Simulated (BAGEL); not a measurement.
# BH2F (SMILES BF): a chain of runs

Aim: a single-point energy (HF/6-31G*), then a single-point energy (NEVPT2(2,2)/6-31G*), then the energy (CASPT2(2,2)/6-31G*) of BH2F. 

Program for the calculation: BAGEL 1.2.2.

1 further run of the same task is left out (set aside as unsound or not needed).

### Step 1. The system as given

BH2F has 4 atoms, charge 0, and is taken as a singlet. As SMILES, `BF`. The B1–F2 distance was set to 2.107 Å, away from the relaxed value. At this shape a bond of the SMILES string is far longer than usual.

Bond lengths: B1–H3 1.197 Å, B1–H4 1.198 Å. Angles: H3–B1–H4 124.4°. A long bond or contact: B1–F2 2.107 Å.

### Step 2. The energy at HF/6-31G(d) (density fitting with svp-jkfit, spherical functions) (run 1)

Input file calc.json:

```json
{ "bagel" : [

{
  "title" : "molecule",
  "basis" : "6-31gs.json",
  "df_basis" : "svp-jkfit",
  "angstrom" : "false",
  "geometry" : [
    { "atom" : "B", "xyz" : [ -1.28574320,  0.32430724, -0.82998850 ] },
    { "atom" : "F", "xyz" : [  2.00537736, -0.56068174,  1.22813301 ] },
    { "atom" : "H", "xyz" : [ -3.14750138, -0.89475508, -0.41991793 ] },
    { "atom" : "H", "xyz" : [ -1.16952504,  2.01296650, -2.33194282 ] }
  ]
},
{ "title" : "hf" },
{ "title" : "print", "file" : "orbitals.molden", "orbitals" : "true" }

]}
```

The basis set 6-31G* is read from a file made from the Basis Set Exchange's data (not shown).

Run with:

```bash
BAGEL_NUM_THREADS=1 BAGEL calc.json > calc.out
```

Standard output:

```text
* using 1 threads per process

  ===============================================================
  ===============================================================

  *** Geometry ***

  { "atom" : "B", "xyz" : [     -1.285743,      0.324307,     -0.829989 ] },
  { "atom" : "F", "xyz" : [      2.005377,     -0.560682,      1.228133 ] },
  { "atom" : "H", "xyz" : [     -3.147501,     -0.894755,     -0.419918 ] },
  { "atom" : "H", "xyz" : [     -1.169525,      2.012967,     -2.331943 ] },

  Number of auxiliary basis functions:      188

  Since a DF basis is specified, we compute 2- and 3-index integrals:
    o Being stored without compression. Storage requirement is 0.002 GB

  Number of basis functions:       32
  Number of electrons      :       16

    * METHOD: MOLECULE                             0.03

  *** RHF ***

  === Nuclear Repulsion ===
    19.2927546180

      * DIIS with orbital gradients will be used.

  === RHF iteration (6-31gs.json) ===
      0       -124.94789934          0.04402117           0.00
      1       -124.98863466          0.04526687           0.00
      2       -125.15410488          0.00415505           0.00
      3       -125.15676460          0.00123602           0.00
      4       -125.15709158          0.00041389           0.00
      5       -125.15715245          0.00013027           0.00
      6       -125.15715796          0.00002212           0.00
      7       -125.15715808          0.00000660           0.00
      8       -125.15715808          0.00000170           0.00
      9       -125.15715808          0.00000029           0.00
     10       -125.15715808          0.00000007           0.00
     11       -125.15715808          0.00000002           0.00
     12       -125.15715808          0.00000000           0.00
    * SCF iteration converged.

    * Permanent dipole moment:
           (    1.579477,    -0.424690,     0.987688) a.u.

    * METHOD: HF                                   0.07

    * METHOD: PRINT                                0.00

  ===============================================================
```

It took 0.24 s on 1 thread of Arm Neoverse V1, shared host.

### Step 3. A single-point energy at NEVPT2(2,2)/6-31G(d) (density fitting with svp-jkfit, spherical functions) (run 2)

Input file input.json:

```json
{ "bagel": [

{
  "title": "molecule",
  "basis": "6-31gs.json",
  "df_basis": "svp-jkfit",
  "geometry": [
    { "atom": "B", "xyz": [    -1.28574320,     0.32430724,    -0.82998850 ] },
    { "atom": "F", "xyz": [     2.00537736,    -0.56068174,     1.22813301 ] },
    { "atom": "H", "xyz": [    -3.14750138,    -0.89475508,    -0.41991793 ] },
    { "atom": "H", "xyz": [    -1.16952504,     2.01296650,    -2.33194282 ] }
  ]
},

{ "title": "hf" },

{ "title": "nevpt2", "nstate": 1, "nact": 2, "nclosed": 7, "active": [8, 10], "maxiter": 200, "natocc": true, "ncore": 2 },

{ "title": "print", "file": "orbitals.molden", "orbitals": true }

]}
```

The basis set 6-31G* is read from a file made from the Basis Set Exchange's data (not shown).

Run with:

```bash
BAGEL_NUM_THREADS=1 BAGEL input.json > input.out
```

Standard output:

```text
* using 1 threads per process

  ===============================================================
  ===============================================================

  *** Geometry ***

  { "atom" : "B", "xyz" : [     -1.285743,      0.324307,     -0.829989 ] },
  { "atom" : "F", "xyz" : [      2.005377,     -0.560682,      1.228133 ] },
  { "atom" : "H", "xyz" : [     -3.147501,     -0.894755,     -0.419918 ] },
  { "atom" : "H", "xyz" : [     -1.169525,      2.012967,     -2.331943 ] },

  Number of auxiliary basis functions:      188

  Since a DF basis is specified, we compute 2- and 3-index integrals:
    o Being stored without compression. Storage requirement is 0.002 GB

  Number of basis functions:       32
  Number of electrons      :       16

    * METHOD: MOLECULE                             0.03

  *** RHF ***

  === Nuclear Repulsion ===
    19.2927546180

      * DIIS with orbital gradients will be used.

  === RHF iteration (6-31gs.json) ===
      0       -124.94789934          0.04402117           0.00
      1       -124.98863466          0.04526687           0.00
      2       -125.15410488          0.00415505           0.00
      3       -125.15676460          0.00123602           0.00
      4       -125.15709158          0.00041389           0.00
      5       -125.15715245          0.00013027           0.00
[... 5 lines of this table left out ...]
     11       -125.15715808          0.00000002           0.00
     12       -125.15715808          0.00000000           0.00
    * SCF iteration converged.

    * Permanent dipole moment:
           (    1.579477,    -0.424690,     0.987688) a.u.

    * METHOD: HF                                   0.08

    * freezing 2 orbitals
  ---------------------------
      CASSCF calculation
  ---------------------------

    ==== Active orbitals : =====
         Orbital 8
         Orbital 10
    ============================

    * nstate   :      1
    * nclosed  :      7
    * nact     :      2
    * nvirt    :     23
  === CASSCF iteration (6-31gs.json) ===

    * Using the second-order algorithm

      0  0      -125.17541945     1.31e-02      0.00

      1  0      -125.19525356     3.72e-03      0.02

      2  0      -125.19800873     3.46e-03      0.02

[... 41 lines of this table left out ...]

     24  0      -125.19875135     6.64e-09      0.02

    * Second-order optimization converged. *

     guess   0:   closed 1.                   open ..

  === FCI iteration ===

      0  0      -125.14899723     1.07e-01      0.00
      1  0      -125.19399093     2.55e-02      0.00
      2  0 *    -125.19875135     1.28e-15      0.00

     * ci vector, state   0, <S^2> = 0.0000
       2.     0.9729264449
       .2    -0.2311149775

  === DF-NEVPT2 calculation ===

    * 3-index integral transformation done
    * assembly done

      NEVPT2 correlation energy:   -0.2167607327      0.01

          (+0)     -0.1253820093
          (+0)'    -0.0407523148
          (+1)     -0.0081249788
          (+1)'    -0.0000000000
          (+2)     -0.0007197024
          (-1)     -0.0380440201
          (-1)'     0.0000000000
          (-2)     -0.0037377074

      NEVPT2 total energy:       -125.4155120782

    * METHOD: NEVPT2                               0.46

    * METHOD: PRINT                                0.00

  ===============================================================
```

Wall time 0.71 s (1 thread of Arm Neoverse V1, shared host).

### Step 4. A single-point energy at CASPT2(2,2)/6-31G(d) (density fitting with svp-jkfit, spherical functions) (run 3)

Input file caspt2.json:

```json
{ "bagel": [

{
  "title": "molecule",
  "basis": "6-31gs.json",
  "df_basis": "svp-jkfit",
  "geometry": [
    { "atom": "B", "xyz": [ -1.28574320,  0.32430724, -0.82998850 ] },
    { "atom": "F", "xyz": [  2.00537736, -0.56068174,  1.22813301 ] },
    { "atom": "H", "xyz": [ -3.14750138, -0.89475508, -0.41991793 ] },
    { "atom": "H", "xyz": [ -1.16952504,  2.01296650, -2.33194282 ] }
  ]
},
{
  "title": "hf"
},
{
  "title": "casscf",
  "nstate": 1,
  "nact": 2,
  "nclosed": 7,
  "active": [8, 10],
  "maxiter": 200,
  "natocc": true
},
{
  "title": "print",
  "file": "orbitals.molden",
  "orbitals": true
},
{
  "title": "smith",
  "method": "caspt2",
  "ms": true,
  "xms": true,
  "sssr": true,
  "shift": 0.2,
  "shift_imag": true,
  "ncore": 2
}

]}
```

The basis set 6-31G* is read from a file made from the Basis Set Exchange's data (not shown).

Run with:

```bash
BAGEL_NUM_THREADS=1 BAGEL caspt2.json > caspt2.out
```

Standard output:

```text
* using 1 threads per process

  ===============================================================
  ===============================================================

  *** Geometry ***

  { "atom" : "B", "xyz" : [     -1.285743,      0.324307,     -0.829989 ] },
  { "atom" : "F", "xyz" : [      2.005377,     -0.560682,      1.228133 ] },
  { "atom" : "H", "xyz" : [     -3.147501,     -0.894755,     -0.419918 ] },
  { "atom" : "H", "xyz" : [     -1.169525,      2.012967,     -2.331943 ] },

  Number of auxiliary basis functions:      188

  Since a DF basis is specified, we compute 2- and 3-index integrals:
    o Being stored without compression. Storage requirement is 0.002 GB

  Number of basis functions:       32
  Number of electrons      :       16

    * METHOD: MOLECULE                             0.04

  *** RHF ***

  === Nuclear Repulsion ===
    19.2927546180

      * DIIS with orbital gradients will be used.

[... 6 lines left out ...]
    * SCF iteration converged.
[... 1 line left out ...]
    * Permanent dipole moment:
[... 27 lines left out ...]
    * Second-order optimization converged. *
[... 9 lines left out ...]
     * ci vector, state   0, <S^2> = 0.0000
[... 16 lines left out ...]
    * Zeroth order energy : state  0       -0.9054953848
[... 3 lines left out ...]
      -------------------------------------------  CASPT2 iteration  ---------------------------------------------------
       #      aibj      arbs      arbi      airj      risj      airs      arst      rist         Etot      error   time
      ------------------------------------------------------------------------------------------------------------------

       0  -0.12510  -0.00439  -0.03725  -0.00850  -0.00094  -0.03721  -0.00000  -0.00000   -0.2133922  0.0040937   0.01
       1  -0.12536  -0.00442  -0.03739  -0.00866  -0.00101  -0.03782  -0.00000  -0.00000   -0.2146571  0.0006105   0.01
       2  -0.12536  -0.00442  -0.03736  -0.00867  -0.00102  -0.03786  -0.00000  -0.00000   -0.2146934  0.0001283   0.01
       3  -0.12537  -0.00442  -0.03736  -0.00866  -0.00102  -0.03787   0.00000  -0.00000   -0.2146946  0.0000242   0.01
       4  -0.12537  -0.00442  -0.03736  -0.00866  -0.00102  -0.03787   0.00000  -0.00000   -0.2146947  0.0000045   0.01
       5  -0.12537  -0.00442  -0.03736  -0.00866  -0.00102  -0.03787  -0.00000  -0.00000   -0.2146947  0.0000009   0.01

      ------------------------------------------------------------------------------------------------------------------

    * CASPT2 energy : state  0     -125.4142765887
        w/o shift correction       -125.4134460360
        reference weight              0.9430908797

    * METHOD: SMITH                                0.07

  ===============================================================
```

Run time: 0.77 s. Hardware: 1 thread of Arm Neoverse V1, shared host.

### Step 5. Summary of results

```
                               quantity          value
         run 1, HF/6-31G*: total energy  -125.15716 Eh
        run 1, HF/6-31G*: dipole moment         4.86 D
          run 1, HF/6-31G*: HOMO energy      -13.10 eV
          run 1, HF/6-31G*: LUMO energy        0.90 eV
        run 1, HF/6-31G*: HOMO–LUMO gap       14.00 eV
run 2, NEVPT2(2,2)/6-31G*: total energy  -125.41551 Eh
run 3, CASPT2(2,2)/6-31G*: total energy  -125.41428 Eh
```
